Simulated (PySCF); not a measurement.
**Dipole moment and polarisability of t-cyanovinylacetylene**

Species: t-cyanovinylacetylene, C5H3N.
Numbering: `[CH:1]#[C:2]/[CH:3]=[CH:4]/[C:5]#[N:6]` (hydrogens: H7 on C1; H8 on C3; H9 on C4)

Geometry (GFN2-xTB, Å), atoms numbered from 1 in this order:
```xyz
9
C5H3N angstrom
C      2.534    0.373   -0.162
C      1.372    0.078   -0.069
C      0.016   -0.267    0.046
C     -0.912    0.116   -0.845
C     -2.263   -0.241   -0.714
N     -3.369   -0.531   -0.613
H      3.549    0.629   -0.235
H     -0.256   -0.867    0.905
H     -0.658    0.717   -1.708
```

Level: CAM-B3LYP/def2-SVPD (PySCF), static field, nuclei fixed, core orbitals frozen in the response. The polarisability tensor in these axes (au):

```
x   117.32   9.91   9.58
y     9.91  41.58  -2.82
z     9.58  -2.82  45.22
```

Question: Diagonalise the tensor; give its mean and Δα, where Δα² is half the sum of the squared differences of the eigenvalues.

Answer: Principal values 37.78, 46.62 and 119.72 au; mean 68.04 au = 10.08 Å³ = 11.22 × 10⁻⁴⁰ C²·m²/J; Δα = 77.90 au (114 % of the mean).

Question: What is the dipole moment, and where does it point?

Answer: (4.08, 0.86, -0.04) D, 4.16 D in size, pointing from the negative to the positive side. Measured along this direction, the outermost atoms are N6 at the negative end and H7 at the positive end.

Question: What molar refraction does this α imply?

Answer: Lorentz–Lorenz: R = (4π/3)N_A α = 2.5225 cm³/(mol·Å³) × 10.08 Å³ = 25.4 cm³/mol, in the limit of long wavelengths.

Question: In TDDFT the mean static polarisability is Σ f/ω² over all singlet excitations (ω in hartree). How much of it do the 8 lowest give? Their energies (eV) and oscillator strengths: 4.97, 0.0000; 5.12, 0.5021; 6.19, 0.0000; 6.39, 0.0000; 6.80, 0.0965; 6.90, 0.0005; 7.50, 0.0071; 7.55, 0.0056.

Answer: They add up to 15.88 au, 23.3 % of the 68.04 au; the largest single term is 14.16 au, from the state at 5.12 eV. Terms in order: 0.00, 14.16, 0.00, 0.00, 1.54, 0.01, 0.09, 0.07 au. Higher excitations give the rest. The strengths listed sum to 0.612.

Question: What depolarisation ratio follows for Rayleigh scattering of linearly polarised light, taking the static tensor?

Answer: ρ = 3Δα²/(45ᾱ² + 4Δα²) = 18205.6/(208328 + 24274.1) = 0.0783.

Geometry: GFN2-xTB; no solvent, vibrations or thermal averaging.
